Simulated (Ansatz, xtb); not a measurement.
BFO: which of two spin states lies lower

Structure a is the triplet with the links of `O=BF` and structure b is `O=BF`, a singlet. Both are isolated molecules in the gas phase, relaxed with PBE0-D3(BJ)/def2-SVP.

a (Å):

```yaml
atoms:
  - { symbol: B, position_ang: [-0.5130, -3.0376, 0.8318] }
  - { symbol: F, position_ang: [-0.1540, -2.7447, -0.3955] }
  - { symbol: O, position_ang: [-1.8555, -2.9348, 1.0725] }
```

b (Å):

```json
{"atom": "B", "x (Å)": "0.0000", "y (Å)": "0.0000", "z (Å)": "-0.0258"}
{"atom": "F", "x (Å)": "0.0000", "y (Å)": "0.0000", "z (Å)": "1.2568"}
{"atom": "O", "x (Å)": "0.0000", "y (Å)": "0.0000", "z (Å)": "-1.2310"}
```

Question: Which of the two would you expect CCSD(T)/def2-TZVPP electronic energies to favour?

Answer: Structure b; the calculation gives E(b) − E(a) = −419.2 kJ/mol.

Level by level:

| level | geometry | E(b) − E(a) (kJ/mol) | departure from the last row (kJ/mol) | job, with rough time for the two |
| --- | --- | --- | --- | --- |
| PBE0-D3(BJ)/def2-SVP | PBE0-D3(BJ)/def2-SVP | −399.5 | +19.7 | optimisation, 29 s |
| HF/def2-TZVPP | PBE0-D3(BJ)/def2-SVP | −271.4 | +147.8 | part of the CCSD(T) run |
| MP2/def2-TZVPP | PBE0-D3(BJ)/def2-SVP | −456.4 | −37.1 | part of the CCSD(T) run |
| CCSD(T)/def2-TZVPP | PBE0-D3(BJ)/def2-SVP | −419.2 |  | single point, 11 s |

None of the levels shown reverses the order. The largest departure from CCSD(T)/def2-TZVPP is that of HF/def2-TZVPP, 147.8 kJ/mol. Levels run at GFN2-xTB geometries aren't shown.

With harmonic frequencies from PBE0-D3(BJ)/def2-SVP (ideal gas, rigid rotor, one conformer each, 298.15 K, 1 atm): on the last row, ΔE + ΔZPE = −412.0, ΔH = −412.8, ΔG = −403.5 kJ/mol.

Open shells are spin-unrestricted. The correlated steps freeze 3 core orbitals. ΔG holds the spin degeneracy. Programs: Ansatz 0.2.0; the last row on 1 thread of Intel(R) Xeon(R) Platinum 8488C (Sapphire Rapids) on a shared host.
